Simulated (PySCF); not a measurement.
This PySCF input (HF/def2-SVPD) gives -99.94486 Eh with 31 basis functions.

```python
import numpy as np, basis_set_exchange as bse
from pyscf import gto, scf, dft, df

basis = {'F': gto.basis.parse(bse.get_basis('def2-SVPD', elements=['F'], fmt='nwchem')), 'H': gto.basis.parse(bse.get_basis('def2-SVPD', elements=['H'], fmt='nwchem'))}
mol = gto.M(
    atom='''
    F    -0.00000000   -0.00000000   -0.09245367
    H     0.00000000    0.00000000    0.83208299
    ''',
    basis=basis,
    charge=0,
    verbose=4,
    max_memory=7359,
)
mf = scf.RHF(mol)
mf = mf.density_fit(auxbasis=df.autoaux(mol))
mf.conv_tol = 1e-9
mf.max_cycle = 100
print('smallest overlap eigenvalue', np.linalg.eigvalsh(mol.intor('int1e_ovlp'))[0])
mf.kernel()
dip = mf.dip_moment()
```

Change:
```diff
- basis = {'F': gto.basis.parse(bse.get_basis('def2-SVPD', elements=['F'], fmt='nwchem')), 'H': gto.basis.parse(bse.get_basis('def2-SVPD', elements=['H'], fmt='nwchem'))}
+ basis = {'F': gto.basis.parse(bse.get_basis('def2-QZVPP', elements=['F'], fmt='nwchem')), 'H': gto.basis.parse(bse.get_basis('def2-QZVPP', elements=['H'], fmt='nwchem'))}
```

Task: What does the run give now?

Result: -100.06977 Eh (HF/def2-QZVPP, 87 functions), a change of -124.91 mEh.
